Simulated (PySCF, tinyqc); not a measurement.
Inside a calculation. Method: MP2 on RHF in the sto-6g basis, for BH, spin multiplicity 1. The lowest restricted solution is unstable here: a spin-polarised one lies 0.0137 hartree lower (PySCF). One step of it, computed by the program tinyqc.

Task: Second-order Moller-Plesset energy. E2 = sum_ijab (ia|jb) [2 (ia|jb) - (ib|ja)] / (e_i + e_j - e_a - e_b) over occupied i, j and virtual a, b; the opposite-spin part is (ia|jb)^2 / denominator, the rest is same-spin, and SCS-MP2 scales them by 6/5 and 1/3.

orbital energies (hartree): MO1 -7.433970, MO2 -0.596161, MO3 -0.245712, MO4 0.266980, MO5 0.266980, MO6 0.762735

Two-electron integrals over orbitals (pq|rs), unique and non-zero (hartree):
```
(11|11) 2.901989    (21|11) -0.226343   (21|21) 0.030027    (22|11) 0.602222
(22|21) -0.000013   (22|22) 0.601322    (31|11) -0.225729   (31|21) 0.024482
(31|22) -0.020110   (31|31) 0.037229    (32|11) 0.084840    (32|21) -0.008466
(32|22) -0.073800   (32|31) 0.002275    (32|32) 0.058172    (33|11) 0.707772
(33|21) -0.016544   (33|22) 0.413076    (33|31) 0.004078    (33|32) 0.048894
(33|33) 0.579556    (41|41) 0.022057    (42|41) 0.018560    (42|42) 0.058291
(43|41) 0.018825    (43|42) 0.042435    (43|43) 0.065280    (44|11) 0.743105
(44|21) -0.008327   (44|22) 0.462196    (44|31) -0.007160   (44|32) 0.040423
(44|33) 0.511047    (44|44) 0.587109    (51|51) 0.022057    (52|51) 0.018560
(52|52) 0.058291    (53|51) 0.018825    (53|52) 0.042435    (53|53) 0.065280
(54|54) 0.031641    (55|11) 0.743105    (55|21) -0.008327   (55|22) 0.462196
(55|31) -0.007160   (55|32) 0.040423    (55|33) 0.511047    (55|44) 0.523827
(55|55) 0.587109    (61|11) 0.155198    (61|21) -0.025642   (61|22) -0.012930
(61|31) -0.007694   (61|32) 0.012097    (61|33) 0.024940    (61|44) 0.004195
(61|55) 0.004195    (61|61) 0.032312    (62|11) -0.191427   (62|21) 0.003695
(62|22) 0.010378    (62|31) 0.011562    (62|32) -0.051917   (62|33) -0.039510
(62|44) -0.091321   (62|55) -0.091321   (62|61) 0.004103    (62|62) 0.124216
(63|11) 0.075668    (63|21) -0.003716   (63|22) -0.056154   (63|31) 0.007869
(63|32) 0.048601    (63|33) 0.076925    (63|44) 0.034741    (63|55) 0.034741
(63|61) 0.010277    (63|62) -0.050955   (63|63) 0.069049    (64|41) -0.012267
(64|42) -0.037367   (64|43) -0.015667   (64|64) 0.033819    (65|51) -0.012267
(65|52) -0.037367   (65|53) -0.015667   (65|65) 0.033819    (66|11) 0.686715
(66|21) -0.004078   (66|22) 0.590948    (66|31) -0.019985   (66|32) -0.061295
(66|33) 0.457370    (66|44) 0.480802    (66|55) 0.480802    (66|61) -0.008421
(66|62) 0.017892    (66|63) -0.042021   (66|66) 0.622183
```

Hartree-Fock energy = -25.00092106 hartree

Give: Terms; Pair energies; MP2 correlation energy; SCS-MP2 correlation energy; MP2 total energy.

Result:

Terms:
```
i  j  a  b  (ia|jb)  (ib|ja)  denominator       term
2  2  6  6   0.1242   0.1242      -2.7178    -0.0057
3  3  5  5   0.0653   0.0653      -1.0254    -0.0042
3  3  4  4   0.0653   0.0653      -1.0254    -0.0042
3  3  6  6   0.0690   0.0690      -2.0169    -0.0024
2  2  5  5   0.0583   0.0583      -1.7263    -0.0020
2  2  4  4   0.0583   0.0583      -1.7263    -0.0020
2  3  5  5   0.0424   0.0424      -1.3758    -0.0013
2  3  4  4   0.0424   0.0424      -1.3758    -0.0013
3  2  5  5   0.0424   0.0424      -1.3758    -0.0013
3  2  4  4   0.0424   0.0424      -1.3758    -0.0013
3  2  6  6  -0.0510  -0.0510      -2.3673    -0.0011
2  3  6  6  -0.0510  -0.0510      -2.3673    -0.0011
1  1  6  6   0.0323   0.0323     -16.3934  -6.37e-05
1  3  5  5   0.0188   0.0188      -8.2136  -4.31e-05
3  1  5  5   0.0188   0.0188      -8.2136  -4.31e-05
1  3  4  4   0.0188   0.0188      -8.2136  -4.31e-05
3  1  4  4   0.0188   0.0188      -8.2136  -4.31e-05
2  1  5  5   0.0186   0.0186      -8.5641  -4.02e-05
2  1  4  4   0.0186   0.0186      -8.5641  -4.02e-05
1  2  5  5   0.0186   0.0186      -8.5641  -4.02e-05
1  2  4  4   0.0186   0.0186      -8.5641  -4.02e-05
1  1  5  5   0.0221   0.0221     -15.4019  -3.16e-05
1  1  4  4   0.0221   0.0221     -15.4019  -3.16e-05
3  1  6  6   0.0103   0.0103      -9.2052  -1.15e-05
1  3  6  6   0.0103   0.0103      -9.2052  -1.15e-05
1  2  6  6   0.0041   0.0041      -9.5556  -1.76e-06
2  1  6  6   0.0041   0.0041      -9.5556  -1.76e-06
```

Pair energies (hartree; pair i-j sums ij and ji):
```
pair  opposite spin  same spin
1-1       -1.27e-04     0.0000
2-1       -1.64e-04     0.0000
2-2         -0.0096     0.0000
3-1       -1.96e-04     0.0000
3-2         -0.0074     0.0000
3-3         -0.0107     0.0000
```

MP2 correlation energy = -0.028205 hartree

SCS-MP2 correlation energy = -0.033846 hartree

MP2 total energy = -25.029126 hartree
